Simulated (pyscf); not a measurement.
**Four-centre exchange: TeH₂ (SMILES [TeH2]) + H₃C–Al(CH₃)–CH₃ (SMILES [CH3][Al]([CH3])[CH3]) → H₃C–Al(CH₃)–TeH (SMILES [CH3][Al]([CH3])[TeH]) + CH₄ (SMILES C)**

Gas phase, singlet surface, charge 0. Bonds broken: Te1–H2, Al4–C5. Bonds formed: Te1–Al4, H2–C5. Optimised with ωB97X-D3(BJ)/def2-SVP in PySCF.

Transition state (Å):

```xyz
16

Te    -0.0262    -1.4365     2.0402
H     -1.3742    -0.6398     1.0480
H      0.1272    -2.5946     0.8648
Al    -0.2637     0.6101     0.1984
C     -2.2945     0.2312    -0.0034
C      0.0250     2.2001     1.3061
C      0.7154     0.0752    -1.4092
H     -2.6119    -0.6623    -0.5631
H     -2.4095     1.0915    -0.6960
H     -3.0043     0.4127     0.8188
H     -0.5658     2.1720     2.2379
H      1.0846     2.3145     1.5909
H     -0.2688     3.1194     0.7687
H      1.8042     0.0549    -1.2334
H      0.5327     0.7766    -2.2427
H      0.4177    -0.9279    -1.7586
```

One imaginary mode, 918i cm⁻¹; descent along it reached the two sides named, in the forms told below.

```json
[
 {"bond": "Te1–H2", "change": "breaks", "reactant side (Å)": "1.656", "saddle": "1.854", "product side": "3.4"},
 {"bond": "Al4–C5", "change": "breaks", "reactant side (Å)": "1.976", "saddle": "2.076", "product side": "3.1"},
 {"bond": "Te1–Al4", "change": "forms", "reactant side (Å)": "2.8", "saddle": "2.8", "product side": "2.521"},
 {"bond": "H2–C5", "change": "forms", "reactant side (Å)": "3.7", "saddle": "1.646", "product side": "1.103"}
]
```

Electronic energies relative to the separated reactants (kcal/mol):

```tsv
level	barrier	reaction energy	reverse barrier
ωB97X-D3(BJ)/def2-TZVP	0.9	-36.5	37.4
PBE/def2-TZVP	0.7	-32.1	32.8
r²SCAN/def2-TZVP	0.0	-33.0	33.0
B3LYP-D3(BJ)/def2-TZVP	3.7	-32.4	36.0
PBE0-D3(BJ)/def2-TZVP	-0.3	-33.6	33.3
M06-2X/def2-TZVP	4.7	-32.5	37.2
ωB97M-D3(BJ)/def2-TZVP	6.9	-31.0	37.9
HF/def2-TZVP	25.3	-33.3	58.6
```

With ωB97M-D3(BJ)/def2-TZVP energies and thermal terms (ideal gas, 1 atm, RRHO with modes under 100 cm⁻¹ raised to 100, one conformer, R ln 2 for chiral ones without a mode under 150 cm⁻¹), in kcal/mol:

```json
[
 {"T (K)": "298", "ΔH‡": "7.1", "ΔG‡": "18.8", "ΔH": "-27.7", "ΔG": "-26.2"},
 {"T (K)": "600", "ΔH‡": "7.5", "ΔG‡": "30.5", "ΔH": "-28.1", "ΔG": "-24.6"},
 {"T (K)": "900", "ΔH‡": "8.1", "ΔG‡": "41.8", "ΔH": "-28.5", "ΔG": "-22.7"},
 {"T (K)": "1200", "ΔH‡": "8.8", "ΔG‡": "53.0", "ΔH": "-28.9", "ΔG": "-20.7"}
]
```

On the reactant side the descent ends in an adduct with a Al–Te contact, 14.4 kcal/mol under the separated species and 15.3 kcal/mol under the saddle at ωB97X-D3(BJ)/def2-TZVP. At PBE0-D3(BJ) the saddle lies under the separated reactants, which points to a path from their complex (located at ωB97X-D3(BJ) alone). What is counted as formed (Al–Te) is already present as a longer contact in the reactant adduct; forming that adduct is a step of its own. One saddle was located; it need not be the lowest between these sides. Elements past Kr carry the def2 core potentials, without spin-orbit coupling.
